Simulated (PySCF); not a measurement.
## P₄⁺, doublet: data card

These are results of UPBE0/[P def2-TZVP], no relativity, density fitting, PySCF, not measurements.

The structure is a minimum.

Coordinates in bohr (charge 1 multiplicity 2):
```
P     0.0147    2.3090   -0.7531
P    -0.0147   -2.3090   -0.7531
P     2.9502   -0.0188    0.7531
P    -2.9502    0.0188    0.7531
```

* Point group: C2v
* Bond lengths: P–P 2.137 Å (×4), P–P 2.444 Å
* Bond angles: P–P–P 55.1° (×4), P–P–P 69.8° (×2), P–P–P 93.9° (×2)
* Entropy at 298.15 K and 1 bar (electronic part: spin only): 307.1 J/(mol K)
* Enthalpy at 298.15 K above 0 K: 14.93 kJ/mol
* Highest occupied level (α): -12.11 eV
* Rotational symmetry number: 2
* Rotational constants: 0.1503, 0.09878, 0.06924 cm⁻¹
* Spin squared ⟨S²⟩: 0.800
* Heat capacity Cp at 298.15 K: 69.6 J/(mol K)
* Principal polarisabilities: 54.6, 82.0, 103.7 bohr³
* Principal quadrupole moments (Buckingham, traceless) about the centre of mass: -5.95, 1.38, 4.57 D Å
* Lowest empty level (α): -9.22 eV
* Dipole moment about the centre of mass: 0.56 D
* Zero-point energy: 14.6 kJ/mol

Harmonic modes (masses in u: P 30.974):
```tsv
symmetry	ω (cm⁻¹)	IR (km/mol)
a1	246	0.1
a1	328	3.9
a2	345	0.0
b2	471	3.1
b1	482	0.1
a1	566	0.5
```

In C2v the vibrations span 3a1 + a2 + b2 + b1. The a2 mode carries no infrared intensity, as symmetry demands.

Charges (e):
```tsv
atom	Mulliken	Löwdin	polar tensor	spin (Mulliken)	Mayer order to P1
P1	0.24	0.24	0.29	-0.12	–
P2	0.24	0.24	0.29	-0.12	0.70
P3,4	0.26	0.26	0.21	0.62	1.22
```
Other Mayer orders above 0.3: P–P 0.32, P–P 1.22 (×2).

Mulliken populations on P1: s 5.83, p 8.69, d 0.22, f 0.02.

Only a few start shapes were tried, so a lower isomer may exist. At this level a doublet minimum of D2d symmetry lies 83 kJ/mol below this structure.

The final relaxation and frequency run took 28 s on 4 threads of a shared AMD EPYC 9R45 96-Core (Zen 5) host, with 148 basis functions and 10 gradients; the process peaked at 1.7 GiB. Launch command: `OMP_NUM_THREADS=4 python axn.py task.json out`.
